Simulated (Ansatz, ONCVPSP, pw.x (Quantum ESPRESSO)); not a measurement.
**W (Z = 74): one change to the ONCV potential, in the atom and in the diamond crystal**

```
Element                 : W
Generator               : ONCVPSP 4.0.1.1 (patched build)
Type                    : optimised norm-conserving Vanderbilt (ONCV)
Functional              : PBEsol
Relativity              : scalar-relativistic
Frozen core             : [Kr] 4d10 4f14
Valence charge          : 14
Reference configuration : 5s2 5p6 5d4.5 6s1.5
Partial waves           : 5s+6s: rc 1.75 bohr, ncon 5, nbas 8, qcut 5.7 1/bohr, 2 projectors; 5p: rc 1.95 bohr, ncon 4, nbas 7, qcut 8.7 1/bohr, 2 projectors, debl 1 Ha; 5d: rc 2.55 bohr, ncon 5, nbas 10, qcut 6.1 1/bohr, 2 projectors, debl 3.3 Ha
Local potential         : polynomial inside 1.50 bohr (lpopt 5, dvloc0 2 Ha)
Core correction         : Teter function, parameters optimised by the program
```

In the p channel the program set the typed energies aside and used -1.554, 0.250 Ha.

Change: local potential polynomial inside 1.25 bohr (lpopt 5, dvloc0 2 Ha).

Cutoffs, loose and tight: the cutoffs (Ha) at which the residual kinetic energy of the hardest occupied pseudo-wave falls to 1 and 0.1 mHa per electron. They do not see the model core or the augmentation charge, which bear on the density cutoff. Test errors are all-electron minus pseudo excitation energies from the reference, over the configurations 5s2 5p6 5d4 6s2; 5s2 5p6 5d4 6s1; 5s2 5p6 5d4 6s0; 5s2 5p6 5d3 6s2; variants that change the core or the reference have their own tests.

Crystal test: diamond W in pw.x 7.5, no spin, 8³ k-points, Fermi–Dirac smearing 0.01 Ry, cutoffs set for each file from its atomic test. The reference is all-electron LAPW (Ansatz 0.2.0) with the same functional, mesh and smearing; V0 and B0 come from Birch–Murnaghan fits to the pressures at five volumes. Errors are pseudo minus all-electron; Δ is the rms difference of the E(V) curves that follow from these fits, minima aligned, over ±6 % about the mean V0. Mesh and smearing are coarse, so the numbers serve the comparison and aren't converged zero-temperature values; the lattice is a test structure that the element need not adopt.

All-electron: a0 = 5.760 Å (V0 = 23.89 Å³/atom), B0 = 129.0 GPa.

Question: Does the change bring the crystal closer to the all-electron result?

Answer: The mean pressure error goes from -1.45 to -2.04 GPa, so the change moves the solid further from the all-electron pressures.

| quantity | base | changed |
| --- | --- | --- |
| outcome (atom) | generated, projector energies reset by the program | generated, projector energies reset by the program |
| cutoff, loose (atom) | 26 Ha | 26 Ha |
| cutoff, tight (atom) | 52 Ha | 52 Ha |
| bound ghosts (atom) | none | none |
| largest test error (meV) (atom) | -7.0 | -7.2 |
| cutoffs in pw.x (Ry) | 125/500 | 125/500 |
| a0 (Å) | 5.738 | 5.729 |
| a0 error (%) | -0.38 | -0.54 |
| B0 error (%) | -0.8 | -0.9 |
| Δ (meV/atom) | 7.7 | 10.9 |
| mean pressure error (GPa) | -1.45 | -2.04 |

Base: The largest radius (2.55 bohr) exceeds half the bond length (2.36 bohr), so the spheres overlap, which is one possible source of error among others. Changed file: The largest radius (2.55 bohr) exceeds half the bond length (2.36 bohr), so the spheres overlap, which is one possible source of error among others. This is a poor potential for the solid.
